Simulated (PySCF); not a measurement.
# SiO⁺, quartet in 6-31G: errors against full CI

Geometry: a point of a stretch scan, not a stationary point.

```tsv
atom	x (Å)	y (Å)	z (Å)
Si	0.0000	0.0000	0.0000
O	0.0000	0.0000	4.6170
```

Basis 6-31G; PySCF 2.14.0. Only valence electrons are correlated (noble-gas cores frozen), which leaves 9 electrons in 16 orbitals. Prefix R: restricted or restricted open-shell reference; prefix U: unrestricted.

Full CI is exact within this basis and frozen core; it isn't the basis-set limit. The frozen core follows each run's orbitals, which can shift R against U totals by a few meV.

```
UHF ⟨S²⟩                          : 3.754
T1 diagnostic (ROHF- or RHF-based CCSD)             : 0.0099
largest doubles amplitude (ROHF- or RHF-based CCSD) : 0.117
T1 diagnostic (UCCSD)             : 0.0050
```

```json
{"level": "RHF", "E − E(full CI) (meV)": "2478", "share of correlation (%)": "0.00", "wall time": "–"}
{"level": "UHF", "E − E(full CI) (meV)": "2420", "share of correlation (%)": "2.35", "wall time": "–"}
{"level": "RMP2", "E − E(full CI) (meV)": "598", "share of correlation (%)": "75.87", "wall time": "–"}
{"level": "UMP2", "E − E(full CI) (meV)": "578", "share of correlation (%)": "76.69", "wall time": "–"}
{"level": "RCCSD", "E − E(full CI) (meV)": "14", "share of correlation (%)": "99.42", "wall time": "–"}
{"level": "UCCSD", "E − E(full CI) (meV)": "13", "share of correlation (%)": "99.48", "wall time": "–"}
{"level": "RCCSD(T)", "E − E(full CI) (meV)": "3", "share of correlation (%)": "99.86", "wall time": "0.88 s"}
{"level": "UCCSD(T)", "E − E(full CI) (meV)": "2", "share of correlation (%)": "99.91", "wall time": "0.73 s"}
{"level": "RCCSDT", "E − E(full CI) (meV)": "1", "share of correlation (%)": "99.97", "wall time": "13 s"}
{"level": "UCCSDT", "E − E(full CI) (meV)": "0", "share of correlation (%)": "100.02", "wall time": "12 s"}
```

The correlation energy at full CI, counted from RHF, is -2.478 eV. The search over symmetries took 1.7 min on 1 thread of Intel Xeon, shared host; the state has 1,121,120 determinants.

Times are those of the correlated step on a shared host, with one SCF added for the restricted CCSD run; they ran on 1 thread of Intel Xeon.

The full-CI state has the irrep B1 of C2v, in the program's axes (one component, if the state is degenerate).

Natural occupations of full CI about the gap: 1.989 1.980 1.924 0.998 0.996 0.995 0.039 0.036 0.016 0.010; effectively unpaired electrons, Σ n²(2−n)², 3.04.
